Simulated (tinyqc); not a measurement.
Worked calculation: extended Hueckel theory, for CH2+. The parameters take no account of the charge, which enters only through the electron count. One step of it, computed by the program tinyqc.

Question. Orbitals. Solve H C = S C e through S^(-1/2); fill by pairs from the bottom, a degenerate level sharing its electrons equally; each orbital has its largest coefficient positive (the first on a tie).

H (eV), lower triangle:
```
             1C 2s      1C 2px      1C 2py      1C 2pz       2H 1s       3H 1s
1C 2s   -21.400000
1C 2px    0.000000  -11.400000
1C 2py    0.000000    0.000000  -11.400000
1C 2pz    0.000000    0.000000    0.000000  -11.400000
2H 1s   -16.230778    0.000000   -9.632159   -5.752996  -13.600000
3H 1s   -16.230778    0.000000    9.632159   -5.752996   -3.656002  -13.600000
```

overlap S, lower triangle:
```
           1C 2s    1C 2px     1C 2py    1C 2pz     2H 1s     3H 1s
1C 2s   1.000000
1C 2px  0.000000  1.000000
1C 2py  0.000000  0.000000   1.000000
1C 2pz  0.000000  0.000000   0.000000  1.000000
2H 1s   0.529985  0.000000   0.440327  0.262994  1.000000
3H 1s   0.529985  0.000000  -0.440327  0.262994  0.153614  1.000000
```

valence electrons = 5

Give: orbital energies; occupations; coefficients; sum of one-electron energies.

Answer.

orbital energies (eV): -23.8870  -15.7344  -12.1484  -11.4000  10.0050  24.4154

occupations: 2.0000  2.0000  1.0000  0.0000  0.0000  0.0000

coefficients:
```
            MO1      MO2      MO3     MO4      MO5      MO6
1C 2s    0.7057   0.0000  -0.2823  0.0000   0.0000   1.2888
1C 2px   0.0000   0.0000   0.0000  1.0000   0.0000   0.0000
1C 2py   0.0000   0.5346   0.0000  0.0000   1.2489   0.0000
1C 2pz  -0.0208   0.0000   0.9117  0.0000   0.0000   0.6880
2H 1s    0.2457   0.4285   0.1334  0.0000  -0.9522  -1.0121
3H 1s    0.2457  -0.4285   0.1334  0.0000   0.9522  -1.0121
```

sum of one-electron energies = -91.3911 eV
